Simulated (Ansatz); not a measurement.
Ansatz (a first-principles code) input (CCSD(T)/aug-cc-pVDZ):

Ansatz 0.2 input:
```yaml
crystal:
  periodic: [false, false, false]
  atoms:
    - {symbol: C, position_ang: [-0.02784272, 0.07672693, 0.05477787]}
    - {symbol: C, position_ang: [-0.08889168, 0.83888068, 1.33004228]}
    - {symbol: C, position_ang: [-0.01253030, -0.71527917, 1.30288250]}
    - {symbol: C, position_ang: [0.75721562, 0.00668667, -1.21024639]}
    - {symbol: C, position_ang: [-0.77765176, 0.01327665, -1.22694930]}
    - {symbol: H, position_ang: [0.91531343, 1.23209040, 1.56079430]}
    - {symbol: H, position_ang: [-0.90142096, -1.28826233, 1.58274551]}
    - {symbol: H, position_ang: [0.91258719, -1.26192393, 1.51820960]}
    - {symbol: H, position_ang: [1.25888284, -0.91323288, -1.50845941]}
    - {symbol: H, position_ang: [1.26283121, 0.90616505, -1.55641461]}
    - {symbol: H, position_ang: [-1.27312957, -0.91059355, -1.51956341]}
    - {symbol: H, position_ang: [-1.27685927, 0.91400673, -1.58035391]}
basis:
  gaussian:
    orbitals: aug-cc-pVDZ
total_charge: -1
magnetization: {spin_polarized: false}
correlation: {method: ccsd_t, electrons: outside_noble_gas}
```

End of the output:

```
integrals: 0.72 GiB planned
1781 factors; integrals over basis functions are off by at most 5.1e-4 eV
mean field: 0.87 GiB planned
mean field evaluation 1: about -5255.4590 eV, gradient 3.2e1 eV
mean field evaluation 2: about -5255.4627 eV, gradient 3.2e1 eV
mean field evaluation 4: about -5258.7696 eV, gradient 5.2e0 eV
mean field evaluation 8: about -5258.8669 eV, gradient 1.1e-1 eV
mean field evaluation 16: about -5258.8561 eV, gradient 9.5e-1 eV
mean field -5258.86714573 eV, -193.2598030175 hartree, gradient 2.0e-6 eV, S^2 0.000000; 0 other end points of the search recorded, 0 dependent functions left out
5 core orbitals not correlated
reference -5258.86714573 eV, -193.2598030175 hartree; 14, 14 occupied and 159, 159 virtual orbitals, 1781 factors
second order -20.00222109 eV of doubles, -0.00000000 eV of singles
coupled cluster: 2.20 GiB planned
cycle   1  -20.51902856 eV  change   -5.2e-1 eV  update   1.1e-1
cycle   2  -21.04754619 eV  change   -5.3e-1 eV  update   3.3e-2
cycle   3  -21.18131115 eV  change   -1.3e-1 eV  update   2.0e-2
cycle   4  -21.18506808 eV  change   -3.8e-3 eV  update   6.9e-3
cycle   5  -21.18192231 eV  change    3.1e-3 eV  update   5.5e-3
cycle   6  -21.18260096 eV  change   -6.8e-4 eV  update   3.2e-3
cycle   7  -21.18284487 eV  change   -2.4e-4 eV  update   1.7e-3
cycle   8  -21.18227663 eV  change    5.7e-4 eV  update   9.2e-4
cycle   9  -21.18220992 eV  change    6.7e-5 eV  update   4.3e-4
cycle  10  -21.18271543 eV  change   -5.1e-4 eV  update   2.4e-4
cycle  11  -21.18251477 eV  change    2.0e-4 eV  update   1.4e-4
cycle  12  -21.18248493 eV  change    3.0e-5 eV  update   7.7e-5
cycle  13  -21.18248693 eV  change   -2.0e-6 eV  update   4.3e-5
cycle  14  -21.18246569 eV  change    2.1e-5 eV  update   2.6e-5
perturbative correction -0.89023512 eV, -0.0327155371 hartree
Total energy: -5280.93984654 eV, -194.0709598107 hartree
```

It need not be the lowest isomer of its formula. Whether it binds its extra electron was not tested at this geometry.
